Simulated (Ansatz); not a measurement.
# CH5LiSi (SMILES [Li][SiH2]C): single points off equilibrium

An exercise on one series of results from a longer session: the logs are not shown, and one member is left open.

The runs use Ansatz 0.2.0, Gaussian basis; single points in def2-TZVPP.

Correlated methods freeze the cores. The outer core shell of Li, Na, Mg and K is correlated. B3LYP uses VWN-RPA correlation.

### Where the work starts

SMILES `[Li][SiH2]C`, 8 atoms, charge 0, spin multiplicity 1.

Atoms are counted from 1 here; the program's logs count them from 0.

Bond lengths: Li1–Si2 2.407 Å, Si2–C3 2.008 Å, Si2–H4 1.587 Å, Si2–H5 1.245 Å, C3–H6 0.923 Å, C3–H7 0.986 Å, C3–H8 1.031 Å. Angles: Li1–Si2–C3 85.6°, Li1–Si2–H4 117.7°, Li1–Si2–H5 127.5°, C3–Si2–H4 108.4°, C3–Si2–H5 97.6°, H4–Si2–H5 110.9°, Si2–C3–H6 105.7°, Si2–C3–H7 110.0°, Si2–C3–H8 112.9°, H6–C3–H7 104.0°, H6–C3–H8 111.6°, H7–C3–H8 112.2°.

Coordinates:

```mol
CH5LiSi
  3D, bonds by distance, orders not assigned

  8  7  0  0  0  0  0  0  0  0999 V2000
   -2.3077    0.7316    0.1821 Li  0  0
   -0.1384    0.5267   -0.8407 Si  0  0
    0.3752   -0.4923    0.8119 C   0  0
   -0.0010   -0.4422   -2.0900 H   0  0
    0.7907    1.3549   -0.8178 H   0  0
    0.3466    0.1207    1.5014 H   0  0
    1.3251   -0.7540    0.7656 H   0  0
   -0.2415   -1.2977    0.9943 H   0  0
  1  2  8  0
  2  3  8  0
  2  4  8  0
  2  5  8  0
  3  6  8  0
  3  7  8  0
  3  8  8  0
M  END
```

Set-up of the first run:

run/in.yaml reads:

```yaml
crystal:
  periodic: [false, false, false]
  atoms:
    - {symbol: Li, position_ang: [-2.307700, 0.731600, 0.182100]}
    - {symbol: Si, position_ang: [-0.138400, 0.526700, -0.840700]}
    - {symbol: C, position_ang: [0.375200, -0.492300, 0.811900]}
    - {symbol: H, position_ang: [-0.001000, -0.442200, -2.090000]}
    - {symbol: H, position_ang: [0.790700, 1.354900, -0.817800]}
    - {symbol: H, position_ang: [0.346600, 0.120700, 1.501400]}
    - {symbol: H, position_ang: [1.325100, -0.754000, 0.765600]}
    - {symbol: H, position_ang: [-0.241500, -1.297700, 0.994300]}
basis:
  gaussian: {orbitals: def2-TZVPP}
correlation: {method: ccsd_t}
output: {forces: true}
```

No record of the launch command was kept for these runs.

Steps of the session up to this table: CCSD(T)/def2-TZVPP; PBE0-D4/def2-TZVPP; wB97M-V/def2-TZVPP; r2SCAN-D4/def2-TZVPP; PBE-D4/def2-TZVPP; B3LYP-D4/def2-TZVPP; B97M-V/def2-TZVPP.

One of the session's tables, all rows but one given; the rest of the session is left out.

| method | RMS force component (eV/Å) | angle to CCSD(T) forces (°) | dipole (D) |
| --- | --- | --- | --- |
| CCSD(T) | 3.624 | reference | 6.33 |
| PBE0-D4 | ? | ? | ? |
| wB97M-V | 3.583 | 0.8 | 6.13 |
| r2SCAN-D4 | 3.596 | 0.5 | 6.21 |
| PBE-D4 | 3.656 | 1.3 | 5.88 |
| B3LYP-D4 | 3.550 | 0.3 | 6.03 |
| B97M-V | 3.514 | 1.2 | 6.17 |

**Question.** Estimate the row for PBE0-D4.

**Answer.** RMS force component (eV/Å): 3.631; angle to CCSD(T) forces (°): 0.6; dipole (D): 6.12. In the column «RMS force component (eV/Å)» it lies between CCSD(T) (3.624) and PBE-D4 (3.656).
